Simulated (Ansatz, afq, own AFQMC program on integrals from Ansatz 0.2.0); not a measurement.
Integrals from Ansatz 0.2.0, then the random walk in our own AFQMC program (afq).

```yaml
crystal:
  periodic: [false, false, false]
  atoms:
    - {symbol: Si, position_ang: [-1.108181, 1.531620, 0.634117]}
    - {symbol: Si, position_ang: [-0.009470, -0.062597, 1.956477]}
    - {symbol: Ge, position_ang: [1.471612, -1.293348, 0.535112]}
    - {symbol: Ge, position_ang: [0.825229, -0.627531, -1.733460]}
    - {symbol: Si, position_ang: [-1.293459, 0.458580, -1.456912]}
    - {symbol: H, position_ang: [-0.239107, 2.742547, 0.480524]}
    - {symbol: H, position_ang: [-2.423231, 1.947230, 1.213620]}
    - {symbol: H, position_ang: [-0.976846, -0.956318, 2.676584]}
    - {symbol: H, position_ang: [1.307361, -2.811557, 0.751037]}
    - {symbol: H, position_ang: [2.945426, -0.927221, 0.801259]}
    - {symbol: H, position_ang: [0.750771, -1.835575, -2.688672]}
    - {symbol: H, position_ang: [1.866014, 0.367854, -2.288850]}
    - {symbol: H, position_ang: [-1.625627, 1.382461, -2.587508]}
    - {symbol: H, position_ang: [-2.358311, -0.590516, -1.357817]}
basis:
  gaussian: {orbitals: def2-SVP}
magnetization: {spin_polarized: true, initial_magnetization: 1}
correlation: {method: ccsd_t, electrons: outside_noble_gas, hamiltonian_folder: ham}
```

```sh
$ ansatz run in.yaml --threads 1 --pin off --events-out ev --progress --plain --max-ram 16896MiB --backend cuda --devices 0, --max-vram 18GiB
```

afq runs on the folder ham with

```
--method phaseless --trial cisd --walkers 600 --populations 10 --least-time 60 --time-step 0.005 --steps-per-block 50 --equilibration-blocks 28 --max-blocks 4000 --target-error 0.00032 --factor-cut 1e-05 --start spin_pure --seed 7520 --release-times 0.21,0.42,0.63,0.9 --release-step 0.03 --release-every 5 --taylor-order 6
```

Times are imaginary, in 1/Eh. The walk had a cap of 262 s. With eight or more populations the least sampling time is a fifth of least-time, and the error comes from their spread. Filled inner d shells are frozen with the cores.

Log:

```
orbitals 120  electrons 15 14  factors 1073 of 1598
reference energy -5021.95502730 Eh
CCSD correlation -0.55831093 Eh in 12 cycles, weight of the determinant in the CISD state 0.7338
energy of the start -5022.512615 Eh
 block  time / (1/Eh)  mean weight  energy / Eh
     1     0.250  0.9983  -5022.483303
     2     0.500  0.9994  -5022.486175
     3     0.750  0.9998  -5022.495888
     4     1.000  0.9990  -5022.504495
     5     1.250  0.9994  -5022.509478
     8     2.000  1.0011  -5022.525905
    13     3.250  0.9993  -5022.527957
    25     6.250  0.9994  -5022.539197
    37     9.250  1.0010  -5022.536503
    49    12.250  1.0000  -5022.538474
    61    15.250  1.0001  -5022.537941
    73    18.250  1.0000  -5022.532020
    85    21.250  1.0009  -5022.534733
    97    24.250  1.0001  -5022.534199
   101    25.250  1.0010  -5022.530682
   109    27.250  1.0001  -5022.537098
   121    30.250  0.9990  -5022.535322
   133    33.250  1.0002  -5022.536010
   145    36.250  0.9993  -5022.533941
   157    39.250  0.9989  -5022.536124
   165    41.250  1.0001  -5022.543684
   169    42.250  1.0001  -5022.539208
   173    43.250  0.9994  -5022.532127
error from the spread of 10 populations
released: time / (1/Eh)  energy / Eh  error  mean overlap
  0.21  -5022.536659  0.000495  0.9940
  0.42  -5022.536687  0.000639  0.9947
  0.63  -5022.537092  0.000610  0.9878
  0.90  -5022.536761  0.000868  0.9859
energy -5022.536099 +/- 0.000334 Eh
(rows thinned)
```

The run passed its tests (sampling time, drift between the halves within three errors, error under three times the target), which doesn't prove that it has relaxed, ending at its cap on processor time.

Against this walk (error 9.1 meV) on the same determinant: CCSD(T) 99.0 meV higher. The error is statistical and leaves out the bias of the constraint. Released to 0.63 1/Eh the energy moves by -27 ± 19 meV (both errors), within twice the noise.

Cautions: constraint bias not in the error; no relativity below Rb; no spin-orbit coupling; inner d shell frozen.

The walk took 4.4 min on 1 × NVIDIA H100 80GB HBM3 with 2 threads of AMD EPYC 7R13 Processor (Zen 3), on a shared host (the card was shared). The log's last line is the phaseless energy.
